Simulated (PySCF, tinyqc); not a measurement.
Worked calculation: RHF in the sto-3g basis, for LiH, spin multiplicity 1. The lowest restricted solution is unstable here: a spin-polarised one lies 0.0270 hartree lower (PySCF). One step of it, computed by the program tinyqc.

Question. Iteration 3: diagonalisation and new density. Diagonalise F' = X^T F X, C = X C', fill 2 alpha and 2 beta electrons from the bottom; D = 2 C_occ C_occ^T. Each column has its largest component positive (the first on a tie).

extrapolated F (hartree), lower triangle:
```
            1Li 1s     1Li 2s    1Li 2px   1Li 2py    1Li 2pz      2H 1s
1Li 1s   -2.374657
1Li 2s   -0.644037  -0.206727
1Li 2px  -0.000658  -0.001141   0.155558
1Li 2py   0.000234   0.000326  -0.000018  0.155570
1Li 2pz   0.011869  -0.044028  -0.001638  0.000492   0.085984
2H 1s    -0.022471  -0.165731  -0.002151  0.000580  -0.162655  -0.060092
```

X:
```
                 1          2          3         4          5         6
1Li 1s    0.393272   0.708729   0.000000  0.000000   0.572919  0.280311
1Li 2s   -0.659994  -0.538388   0.000000  0.000000   0.439317  0.439889
1Li 2px   0.000000   0.000000   0.982745  0.184965   0.000000  0.000000
1Li 2py   0.000000   0.000000  -0.184965  0.982745   0.000000  0.000000
1Li 2pz  -0.622583   0.560605   0.000000  0.000000  -0.488197  0.402442
2H 1s     0.809224  -0.352230   0.000000  0.000000  -0.295727  0.532164
```

Give: F' = X^T F X; orbital energies; coefficients C; D after iteration 3.

Answer.

F' = X^T F X (hartree), lower triangle:
```
        1       2       3      4       5       6
1   0.156
2  -0.397  -0.693
3   0.000   0.000   0.156
4   0.000   0.000   0.000  0.156
5  -0.376  -0.962   0.001  0.000  -1.112
6  -0.228  -0.450  -0.003  0.000  -0.628  -0.555
```

orbital energies (hartree): MO1 -2.377, MO2 -0.209, MO3 0.065, MO4 0.156, MO5 0.156, MO6 0.316

coefficients C:
```
            MO1     MO2     MO3     MO4     MO5     MO6
1Li 1s    0.992  -0.151  -0.215   0.000  -0.001  -0.105
1Li 2s    0.033   0.536   0.796   0.001   0.003   0.435
1Li 2px   0.000   0.006  -0.008   0.647   0.762   0.000
1Li 2py   0.000  -0.002   0.003   0.762  -0.647   0.000
1Li 2pz  -0.004   0.300  -0.567  -0.003  -0.006   0.831
2H 1s    -0.002   0.628  -0.274  -0.003  -0.006  -0.825
```

D after iteration 3, lower triangle:
```
         1Li 1s  1Li 2s  1Li 2px  1Li 2py  1Li 2pz  2H 1s
1Li 1s    2.013
1Li 2s   -0.098   0.578
1Li 2px  -0.001   0.007    0.000
1Li 2py   0.000  -0.002    0.000    0.000
1Li 2pz  -0.098   0.321    0.004   -0.001    0.180
2H 1s    -0.195   0.673    0.008   -0.002    0.376  0.788
```
